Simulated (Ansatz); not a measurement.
**S, triplet: reading a ladder of total energies**

A free S atom.

Basis 6-31++G** (Cartesian d functions); Ansatz 0.2.0. Only valence electrons are correlated (noble-gas cores frozen), which leaves 6 electrons in 18 orbitals. R marks a restricted (for open shells ROHF) determinant, U an unrestricted one.

Full CI isn't at hand for all of this; UCCSDTQ serves as the reference, and is uncertain by about the last step of the cluster series.

Runs differ by some tens of microhartree through their thresholds and, for an open shell, their frozen cores, so steps under 0.03 kcal/mol mean nothing.

```
    level  total energy (hartree)
      UHF             -397.476688
     UMP2             -397.554864
    UCCSD             -397.572556
 UCCSD(T)             -397.573945
   UCCSDT             -397.574272
UCCSDT(Q)             -397.574320
  UCCSDTQ             -397.574328
```

Task: What is the correlation energy at UCCSDTQ, and what share of it do UMP2 and UCCSD recover?

Result: E(corr) = -397.574328 − (-397.476688) = -0.097640 hartree = -2.657 eV. UMP2: -0.078176 / -0.097640 = 80.07 %. UCCSD: -0.095868 / -0.097640 = 98.19 %.

Task: By how many kcal/mol does UCCSD(T) miss UCCSDTQ (1 hartree = 627.509 kcal/mol), and which steps make up the rest?

Result: -397.573945 − (-397.574328) = 0.000383 hartree = 0.24 kcal/mol. Steps: UCCSDT − UCCSD(T) = -0.21, UCCSDT(Q) − UCCSDT = -0.03, UCCSDTQ − UCCSDT(Q) = -0.01 kcal/mol. That is within 1 kcal/mol of the reference in this basis, which itself misses far more of the correlation at the basis-set limit.
